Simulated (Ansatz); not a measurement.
**[H···H···SiH$_{3}$], doublet in cc-pVDZ: errors against RCCSDTQ**

Geometry: a point of a hydrogen-transfer path between rigid fragments, not a stationary point.

```xyz
6

H    -2.6936    0.0000    0.0000
H    -1.3526    0.0000    0.0000
Si    0.0874    0.0000    0.0000
H     0.5373   -1.4163    0.0000
H     0.5373    0.7081   -1.2265
H     0.5373    0.7081    1.2265
```

Basis cc-pVDZ; Ansatz 0.2.0. Correlated methods freeze the noble-gas cores, which leaves 9 electrons in 38 orbitals. Prefix R: restricted or restricted open-shell reference; prefix U: unrestricted. Active spaces: valence = (9e, 9o) chosen from the atoms' valence shells; pair = (3e, 3o) about the gap.

Full CI isn't at hand for all of this; RCCSDTQ serves as the reference, and is uncertain by about the last step of the cluster series. The frozen core follows each run's orbitals, which can shift R against U totals by a few meV.

For open shells CISD is restricted-active-space CI with the open shells as a complete middle space.

```
UHF ⟨S²⟩                          : 0.756
T1 diagnostic (RCCSD)             : 0.0183
largest doubles amplitude (RCCSD) : 0.032
T1 diagnostic (UCCSD)             : 0.0125
```

```csv
level,E − E(RCCSDTQ) (kJ/mol),share of correlation (%),wall time
RHF,417.2,0.00,–
UHF,412.3,1.17,–
RMP2,95.1,77.20,–
UMP2,94.4,77.38,–
CISD,30.1,92.78,1.1 s
RCCSD,9.1,97.81,–
UCCSD,9.1,97.83,–
RCCSD(T),1.9,99.53,1 s
UCCSD(T),1.9,99.53,0.91 s
BCCD(T),1.9,99.54,1.4 s
RCCSDT,0.2,99.95,–
UCCSDT,0.2,99.95,–
RCCSDT(Q),0.0,99.99,17 s
UCCSDT(Q),0.0,99.99,15 s
CASSCF (pair space),382.2,8.40,–
MRCISD (pair space),25.9,93.80,–
MRCISD+Q (pair space),-0.6,100.14,1.2 s
CASSCF (valence space),269.9,35.31,–
NEVPT2 (valence space),86.8,79.21,2.7 s
MRCISD (valence space),15.0,96.41,–
MRCISD+Q (valence space),2.3,99.44,5 s
```

The correlation energy at RCCSDTQ, counted from RHF, is -4.324 eV. That run took 58 s on 2 threads of AMD EPYC 7R13 with a shared H100 80 GB, shared host.

Times hold each run's SCF and search for its determinant on a shared host, so for small cases they say little of a method's own cost; they ran on 1 thread of AMD EPYC 7R13.

Natural occupations of CASSCF (valence space) about the gap: 1.987 1.979 1.977 1.977 1.000 0.028 0.018 0.018 0.018; effectively unpaired electrons, Σ n²(2−n)², 1.01.
